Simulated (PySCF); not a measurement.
System: CH$_{4}$S, charge 1, multiplicity 2. SMILES of the parent species: CS
Geometry from a B3LYP-D3(BJ)/def2-TZVP (Ansatz) optimisation:
```
C
H 1 1.0874
H 1 1.0973 2 111.66
H 1 1.0973 2 111.66 3 121.10
S 1 1.7780 2 107.97 3 -119.45
H 5 1.3584 1 98.44 2 180.00
```
Charge +1, spin multiplicity 2.

Dispersion corrections to the total energy (kcal/mol) from the dftd3 and dftd4 libraries through PySCF: D3(BJ) without and D4 with the three-body term, each with the damping fitted for the functional named.

| functional | D3(BJ) | D4 |
|---|---|---|
| revPBE | -5.12 | ___ |
| r2SCAN | ___ | -0.27 |
| HF | -18.45 | -5.02 |
| HSE06 | ___ | -0.90 |
| BHLYP | -2.57 | -1.38 |
| TPSS | -2.35 | -1.63 |
| B3LYP | -3.32 | -1.96 |

### Question
Some entries are withheld; supply them.

### Answer

- revPBE, D4: -4.37
- r2SCAN, D3(BJ): -0.47
- HSE06, D3(BJ): -1.12
